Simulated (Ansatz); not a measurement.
Total energies of BH7Si2, SMILES `B[SiH2][SiH3]`.

Cartesian coordinates in Å:
```
B 0.823 -0.712 1.557
Si 0.913 0.458 -0.048
Si -1.208 0.163 -1.031
H 0.380 -0.305 2.590
H 1.113 -1.870 1.488
H 1.929 0.055 -1.059
H 1.066 1.911 0.244
H -2.278 0.611 -0.100
H -1.435 -1.270 -1.358
H -1.302 0.959 -2.285
```

Total charge 0; spin multiplicity 1. Geometry: relaxed with PBE0-D4/def2-TZVP. Basis def2-TZVPP, the Gaussian-basis code of Ansatz.

RPA on PBE orbitals: Hartree–Fock energy of these orbitals -606.56451 Eh, correlation -0.73960 Eh (frozen core).

```tsv
functional	kind	energy without D4 (Eh)	D4 term (kJ/mol)
revPBE	GGA	-607.88878	-50.3
r2SCAN0	meta-GGA hybrid, 25 %	-607.93303	-5.3
```

(1) Give the same for LDA (SPW92), PBE, BLYP, r2SCAN, B97M-V, PBE0, B3LYP, r2SCANh, HSE06 (plane-wave form), BHLYP, CAM-B3LYP, LC-ωPBE, ωB97X-V, ωB97M-V, B2PLYP, PBE-QIDH. (An estimate is asked.)

B3LYP takes the VWN-RPA correlation (the form of Gaussian; ORCA's B3LYP/G). HSE06 is the plane-wave form, built on full-range PBE exchange. The double hybrids freeze the cores in their second-order part.

Results:

(1) Ansatz gave: 
| functional | kind | energy without D4 (Eh) | D4 term (kJ/mol) |
| --- | --- | --- | --- |
| LDA (SPW92) | LDA | -605.33130 | – |
| PBE | GGA | -607.65455 | -18.3 |
| BLYP | GGA | -607.98142 | -39.4 |
| r2SCAN | meta-GGA | -607.93957 | -4.4 |
| B97M-V | meta-GGA with VV10 | -607.88232 | – |
| PBE0 | global hybrid, 25 % exact exchange | -607.72784 | -15.6 |
| B3LYP | global hybrid, 20 % | -608.07480 | -29.6 |
| r2SCANh | meta-GGA hybrid, 10 % | -607.93663 | -4.7 |
| HSE06 (plane-wave form) | screened hybrid | -607.71160 | -14.6 |
| BHLYP | global hybrid, 50 % | -608.00431 | -24.4 |
| CAM-B3LYP | range-separated hybrid | -608.00469 | -16.0 |
| LC-ωPBE | long-range corrected hybrid | -607.81476 | – |
| ωB97X-V | range-separated hybrid GGA with VV10 | -607.92151 | – |
| ωB97M-V | range-separated hybrid meta-GGA with VV10 | -607.93294 | – |
| B2PLYP | double hybrid | -607.73735 | – |
| PBE-QIDH | double hybrid | -607.55155 | – |

LC-ωPBE has ω = 0.4 bohr⁻¹.
